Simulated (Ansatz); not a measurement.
# BSiH₂ (quartet): the correlation ladder, def2-QZVPP

An exercise on one series of results from a longer session: the logs are not shown, and one member is left open.

Program: Ansatz 0.2.0, Gaussian basis. Level of theory: def2-QZVPP, core rule «outside noble gas», up to 6 orbitals frozen. These are calculated values, not measurements.

To be run: UHF; ROHF; CCSD(T) on UHF.

## The system

The geometry is a PBE0/def2-TZVP stationary point (not a proven minimum).

4 atoms, charge 0, spin multiplicity 4.

Atoms are counted from 1 here; the program's logs count them from 0.

Bond lengths: Si1–B2 1.993 Å, B2–H3 1.191 Å, B2–H4 1.191 Å. Angles: Si1–B2–H3 115.4°, Si1–B2–H4 115.4°, H3–B2–H4 129.2°.

Geometry (Å):

```xyz
4

Si    0.0000    0.0000    0.6500
B     0.0000    0.0000   -1.3428
H     0.0000   -1.0760   -1.8539
H     0.0000    1.0760   -1.8539
```

The first run:

in.yaml reads:

```yaml
crystal:
  periodic: [false, false, false]
  atoms:
    - {symbol: Si, position_ang: [0.000000, 0.000000, 0.649966]}
    - {symbol: B, position_ang: [0.000000, 0.000000, -1.342837]}
    - {symbol: H, position_ang: [0.000000, -1.075954, -1.853888]}
    - {symbol: H, position_ang: [0.000000, 1.075954, -1.853888]}
basis:
  gaussian: {orbitals: "def2-QZVPP.json"}
magnetization: {spin_polarized: true, initial_magnetization: 3}
hamiltonian: {xc: hf}
output: {orbitals: {seedname: orbitals}}
```

The run is started by

```bash
$ ansatz run in.yaml --threads 1 --pin off --events-out ev --progress --plain --max-ram 4096MiB --backend cpu
```

Among the steps run: UHF; ROHF; CCSD(T) on UHF.

One of the session's tables, all rows but one given; the rest of the session is left out.

| method | from UCCSD(T) (kcal/mol) |
| --- | --- |
| ROHF | +135.46 |
| UHF | +134.57 |
| UMP2 | +24.39 |
| UCCSD | ? |
| UCCSD(T) | 0 |

Q: Estimate the row for UCCSD from the others.

The run gave: from UCCSD(T) (kcal/mol): +6.18. In the column «from UCCSD(T) (kcal/mol)» it lies between UCCSD(T) (0) and UMP2 (+24.39).
